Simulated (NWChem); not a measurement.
The numbers come from NWChem runs, not from measurements. System: acetamide (C$_{2}$H$_{5}$NO), charge 0, spin multiplicity 1, at a geometry optimised with B3LYP/def2-SVP. Level: CCSD(T)/6-31G* (spherical d), 4 core orbitals frozen.

The NWChem input:

```
start mol
memory heap 100 mb stack 700 mb global 1900 mb
geometry units angstroms nocenter noautoz noautosym
  C     -0.721431     1.206282    -0.001340
  C      0.170913    -0.027682    -0.005517
  N     -0.499075    -1.221207    -0.022399
  O      1.384745     0.035235     0.023558
  H     -1.159327     1.348959     1.000591
  H     -1.549246     1.121372    -0.723090
  H     -0.109033     2.083399    -0.243420
  H      0.044024    -2.075788     0.010854
  H     -1.507748    -1.282975    -0.035469
end
basis spherical
  * library 6-31g*
end
scf
  rhf
  nopen 0
  maxiter 100
  thresh 1e-7
  semidirect memsize 60000000 filesize 0
end
ccsd
  freeze core 4
  maxiter 60
end
task ccsd(t) energy
```

Part of the output:

```
             Northwest Computational Chemistry Package (NWChem) 7.3.0
             --------------------------------------------------------

                                NWChem Input Module
                                -------------------

 Scaling coordinates for geometry "geometry" by  1.889725989
 (inverse scale =  0.529177249)

                             Geometry "geometry" -> ""
                             -------------------------

 Output coordinates in angstroms (scale by  1.889725989 to convert to a.u.)

  No.       Tag          Charge          X              Y              Z
 ---- ---------------- ---------- -------------- -------------- --------------
    1 C                    6.0000    -0.72143100     1.20628200    -0.00134000
    2 C                    6.0000     0.17091300    -0.02768200    -0.00551700
    3 N                    7.0000    -0.49907500    -1.22120700    -0.02239900
    4 O                    8.0000     1.38474500     0.03523500     0.02355800
    5 H                    1.0000    -1.15932700     1.34895900     1.00059100
    6 H                    1.0000    -1.54924600     1.12137200    -0.72309000
    7 H                    1.0000    -0.10903300     2.08339900    -0.24342000
    8 H                    1.0000     0.04402400    -2.07578800     0.01085400
    9 H                    1.0000    -1.50774800    -1.28297500    -0.03546900

 Effective nuclear repulsion energy (a.u.)     121.3302353340

            Nuclear Dipole moment (a.u.)
            ----------------------------
        X                 Y               Z
 ---------------- ---------------- ----------------
    -0.0000056692    -0.0000037795    -0.0000094486


 Summary of "ao basis" -> "" (spherical)
 ------------------------------------------------------------------------------
       Tag                 Description            Shells   Functions and Types
 ---------------- ------------------------------  ------  ---------------------
 *                           6-31g*                   on all atoms

 Summary of "ao basis" -> "ao basis" (spherical)
 ------------------------------------------------------------------------------
       Tag                 Description            Shells   Functions and Types
 ---------------- ------------------------------  ------  ---------------------
 C                           6-31g*                  6       14   3s2p1d
 N                           6-31g*                  6       14   3s2p1d
 O                           6-31g*                  6       14   3s2p1d
 H                           6-31g*                  2        2   2s

                                 NWChem SCF Module
                                 -----------------

  ao basis        = "ao basis"
  functions       =    66
  atoms           =     9
  closed shells   =    16
  open shells     =     0
  charge          =   0.00
  wavefunction    = RHF
  use symmetry    = F
  symmetry adapt  = F

 Summary of "ao basis" -> "ao basis" (spherical)
 ------------------------------------------------------------------------------
       Tag                 Description            Shells   Functions and Types
 ---------------- ------------------------------  ------  ---------------------
 C                           6-31g*                  6       14   3s2p1d
 N                           6-31g*                  6       14   3s2p1d
 O                           6-31g*                  6       14   3s2p1d
 H                           6-31g*                  2        2   2s

 Forming initial guess at       0.0s

      Superposition of Atomic Density Guess
      -------------------------------------

 Sum of atomic energies:        -206.85976147

      Non-variational initial energy
      ------------------------------

 Total energy =    -209.023277
 1-e energy   =    -520.624028
 2-e energy   =     190.270516
 HOMO         =      -0.346437
 LUMO         =       0.058460

 Starting SCF solution at       0.3s

 ----------------------------------------------
         Quadratically convergent ROHF

 Convergence threshold     :          1.000E-07
 Maximum no. of iterations :          100
 Final Fock-matrix accuracy:          1.000E-09
 ----------------------------------------------

              iter       energy          gnorm     gmax       time
             ----- ------------------- --------- --------- --------
                 1     -207.8656789411  1.32D+00  3.77D-01      0.3
                 2     -207.9586737441  3.92D-01  8.11D-02      0.3
                 3     -207.9724410063  3.44D-02  1.22D-02      0.4
                 4     -207.9726568268  7.43D-04  2.74D-04      0.5
                 5     -207.9726568898  2.65D-07  7.49D-08      0.6
                 6     -207.9726568898  6.19D-09  2.53D-09      0.7

       Final RHF  results
       ------------------

         Total SCF energy =   -207.972656889752
      One-electron energy =   -523.557541273617
      Two-electron energy =    194.254649049905
 Nuclear repulsion energy =    121.330235333960

        Time for solution =      0.4s

             Final eigenvalues
             -----------------

              1
    1  -20.5190
    2  -15.5817
    3  -11.3537
    4  -11.2366
    5   -1.3749
    6   -1.2032
    7   -0.9979
    8   -0.7929
    9   -0.7181
   10   -0.6574
   11   -0.6091
   12   -0.5799
   13   -0.5566
   14   -0.5201
   15   -0.4168
   16   -0.4062
   17    0.2012
   18    0.2121
   19    0.2636
   20    0.2846
   21    0.3092
   22    0.3335
   23    0.3991
   24    0.4875
   25    0.5585
   26    0.7467

                       ROHF Final Molecular Orbital Analysis
[...]
          Number of shells:                      34
          Number of occupied orbitals:           16
          Number of occ. correlated orbitals:    12
          Block length:                          16
          Superscript MO index range:      5 -   16
          Subscript MO index range:        5 -   66
          MO coefficients read from:  ./mol.movecs
          Number of operator matrices in core:  156
          Half-transformed integrals produced

     Pass:    1     Index range:    5  -   16     Time:      0.80
 ------------------------------------------
 MP2 Energy (coupled cluster initial guess)
 ------------------------------------------
 Reference energy:           -207.972656889751647
 MP2 Corr. energy:             -0.588076044000951
 Total MP2 energy:           -208.560732933752604

 ****************************************************************************
              the segmented parallel ccsd program:    1 nodes
 ****************************************************************************

 level of theory    ccsd(t)
 number of core         4
 number of occupied    12
 number of virtual     50
 number of deleted      0
 total functions       66
 number of shells      34
 basis label          566

   ***** ccsd parameters *****
   iprt   =     0
   convi  =  0.100E-05
   maxit  =    60
   mxvec  =     5
 memory            104850236
  Using  1 OpenMP thread(s) in CCSD
  IO offset    20.000000000000000
  IO error message >End of File
  file_read_ga: failing reading from ./mol.t2
  Failed reading restart vector from ./mol.t2
  Using MP2 initial guess vector

-------------------------------------------------------------------------
 iter     correlation     delta       rms       T2     Non-T2      Main
             energy      energy      error      ampl     ampl      Block
                                                time     time      time
-------------------------------------------------------------------------
   1     -0.5968686953 -5.969D-01  5.773D-02     2.01     0.00     1.90
   2     -0.6141608233 -1.729D-02  8.147D-02     2.01     0.00     1.90
   3     -0.6146961347 -5.353D-04  8.825D-03     1.99     0.00     1.89
   4     -0.6171306110 -2.434D-03  2.175D-03     1.98     0.00     1.89
   5     -0.6174963164 -3.657D-04  1.134D-03     1.99     0.01     1.89
   6     -0.6174905577  5.759D-06  9.455D-05     1.97     0.00     1.88
   7     -0.6174788281  1.173D-05  1.124D-04     1.96     0.00     1.87
   8     -0.6174767612  2.067D-06  9.047D-05     1.99     0.01     1.88
   9     -0.6174729741  3.787D-06  1.397D-05     1.97     0.00     1.87
  10     -0.6174735926 -6.184D-07  6.010D-06     1.98     0.00     1.88
  11     -0.6174741795 -5.869D-07  9.796D-07     2.01     0.00     1.91
                  *************converged*************
-------------------------------------------------------------------------

 -----------
 CCSD Energy
 -----------
 Reference energy:            -207.972656889751647
 CCSD corr. energy:             -0.617474179464634
 Total CCSD energy:           -208.590131069216284

 --------------------------------
 Spin Component Scaled (SCS) CCSD
 --------------------------------
 Same spin contribution:                 -0.136161290065789
 Same spin scaling factor:                1.130000000000000
 Opposite spin contribution:             -0.481312889398846
 Opposite spin scaling fact.:             1.270000000000000
 SCS-CCSD correlation energy:            -0.765129627310875
 Total SCS-CCSD energy:                -208.737786517062517
 memory            104850236

*********triples calculation*********

nkpass=    1; nvpass=    1; memdrv=         176350; memtrn=         850349; memavail=      104849620
 memory available/node                      104849620
 total number of virtual orbitals        50
 number of virtuals per integral pass    50
 number of integral evaluations           1
 number of occupied per triples pass     12
 number of triples passes                 1

 commencing integral evaluation        1 at          22.70
  symmetry use  F
task         2 out of       595 done   0%  at       0.0 secs
task        30 out of       595 done   5%  at       0.2 secs
task        60 out of       595 done  10%  at       0.3 secs
task        90 out of       595 done  15%  at       0.4 secs
task       121 out of       595 done  20%  at       0.5 secs
task       149 out of       595 done  25%  at       0.6 secs
task       179 out of       595 done  30%  at       0.7 secs
task       209 out of       595 done  35%  at       0.7 secs
task       238 out of       595 done  40%  at       0.8 secs
task       268 out of       595 done  45%  at       0.9 secs
task       298 out of       595 done  50%  at       1.0 secs
task       328 out of       595 done  55%  at       1.1 secs
task       357 out of       595 done  60%  at       1.1 secs
task       387 out of       595 done  65%  at       1.2 secs
task       417 out of       595 done  70%  at       1.2 secs
task       447 out of       595 done  75%  at       1.3 secs
task       476 out of       595 done  80%  at       1.3 secs
task       506 out of       595 done  85%  at       1.4 secs
task       536 out of       595 done  90%  at       1.4 secs
task       566 out of       595 done  95%  at       1.5 secs
task       595 out of       595 done 100%  at       1.5 secs
 commencing triples evaluation - blocking       1
 ccsd(t): done        1 out of       50 progress:    2.0%
 ccsd(t): done        2 out of       50 progress:    4.0%
 ccsd(t): done        3 out of       50 progress:    6.0%
 ccsd(t): done        4 out of       50 progress:    8.0%
 ccsd(t): done        5 out of       50 progress:   10.0%
 ccsd(t): done        6 out of       50 progress:   12.0%
 ccsd(t): done        7 out of       50 progress:   14.0%
 ccsd(t): done        8 out of       50 progress:   16.0%
 ccsd(t): done        9 out of       50 progress:   18.0%
 ccsd(t): done       10 out of       50 progress:   20.0%
 ccsd(t): done       11 out of       50 progress:   22.0%
 ccsd(t): done       12 out of       50 progress:   24.0%
 ccsd(t): done       13 out of       50 progress:   26.0%
 ccsd(t): done       14 out of       50 progress:   28.0%
 ccsd(t): done       15 out of       50 progress:   30.0%
 ccsd(t): done       16 out of       50 progress:   32.0%
 ccsd(t): done       17 out of       50 progress:   34.0%
 ccsd(t): done       18 out of       50 progress:   36.0%
 ccsd(t): done       19 out of       50 progress:   38.0%
 ccsd(t): done       20 out of       50 progress:   40.0%
 ccsd(t): done       21 out of       50 progress:   42.0%
 ccsd(t): done       22 out of       50 progress:   44.0%
 ccsd(t): done       23 out of       50 progress:   46.0%
 ccsd(t): done       24 out of       50 progress:   48.0%
 ccsd(t): done       25 out of       50 progress:   50.0%
 ccsd(t): done       26 out of       50 progress:   52.0%
 ccsd(t): done       27 out of       50 progress:   54.0%
 ccsd(t): done       28 out of       50 progress:   56.0%
 ccsd(t): done       29 out of       50 progress:   58.0%
 ccsd(t): done       30 out of       50 progress:   60.0%
 ccsd(t): done       31 out of       50 progress:   62.0%
 ccsd(t): done       32 out of       50 progress:   64.0%
 ccsd(t): done       33 out of       50 progress:   66.0%
 ccsd(t): done       34 out of       50 progress:   68.0%
 ccsd(t): done       35 out of       50 progress:   70.0%
 ccsd(t): done       36 out of       50 progress:   72.0%
 ccsd(t): done       37 out of       50 progress:   74.0%
 ccsd(t): done       38 out of       50 progress:   76.0%
 ccsd(t): done       39 out of       50 progress:   78.0%
 ccsd(t): done       40 out of       50 progress:   80.0%
 ccsd(t): done       41 out of       50 progress:   82.0%
 ccsd(t): done       42 out of       50 progress:   84.0%
 ccsd(t): done       43 out of       50 progress:   86.0%
 ccsd(t): done       44 out of       50 progress:   88.0%
 ccsd(t): done       45 out of       50 progress:   90.0%
 ccsd(t): done       46 out of       50 progress:   92.0%
 ccsd(t): done       47 out of       50 progress:   94.0%
 ccsd(t): done       48 out of       50 progress:   96.0%
 ccsd(t): done       49 out of       50 progress:   98.0%
 ccsd(t): done       50 out of       50 progress:  100.0%
 Time for integral evaluation pass     1        1.54
 Time for triples evaluation pass      1        3.13

 pseudo-e(mp4)  -0.19619335637771E-01
 pseudo-e(mp5)   0.16965932803167E-02
        e(t)    -0.17922742357454E-01

 --------------
 CCSD(T) Energy
 --------------
 Reference energy:                    -207.972656889751647

 CCSD corr. energy:                     -0.617474179464634
 T(CCSD) corr. energy:                  -0.019619335637771
 Total CCSD+T(CCSD) energy:           -208.609750404854054

 CCSD corr. energy:                     -0.617474179464634
 (T) corr. energy:                      -0.017922742357454
 Total CCSD(T) energy:                -208.608053811573740

 routine      calls  cpu(0)   cpu-min  cpu-ave  cpu-max   i/o
 aoccsd          1     0.01     0.01     0.01     0.01    0.00
 iterdrv         1     0.01     0.01     0.01     0.01    0.00
 pampt          11     0.06     0.06     0.06     0.06    0.00
 t2pm           11     0.09     0.09     0.09     0.09    0.00
 sxy            11     0.29     0.29     0.29     0.29    0.00
 ints      3878281    16.29    16.29    16.29    16.29    0.00
 t2eri        6545     3.09     3.09     3.09     3.09    0.00
 idx2         6545     0.63     0.63     0.63     0.63    0.00
 idx34          11     0.08     0.08     0.08     0.08    0.00
 ht2pm          11     0.14     0.14     0.14     0.14    0.00
 itm            11     0.77     0.77     0.77     0.77    0.00
 pdiis          11     0.03     0.03     0.03     0.03    0.00
 triples         1     0.00     0.00     0.00     0.00    0.00
 rdtrpo          1     0.01     0.01     0.01     0.01    0.00
 trpmos          1     1.54     1.54     1.54     1.54    0.00
 trpdrv          1     0.43     0.43     0.43     0.43    0.00
 dovvv       93600     1.30     1.30     1.30     1.30    0.00
 doooo       93600     0.43     0.43     0.43     0.43    0.00
 tengy       86400     0.93     0.93     0.93     0.93    0.00
 Total                26.13    26.13    26.13    26.13    0.00

 Task  times  cpu:       28.1s     wall:       28.1s

 Total times  cpu:       28.1s     wall:       28.1s
```
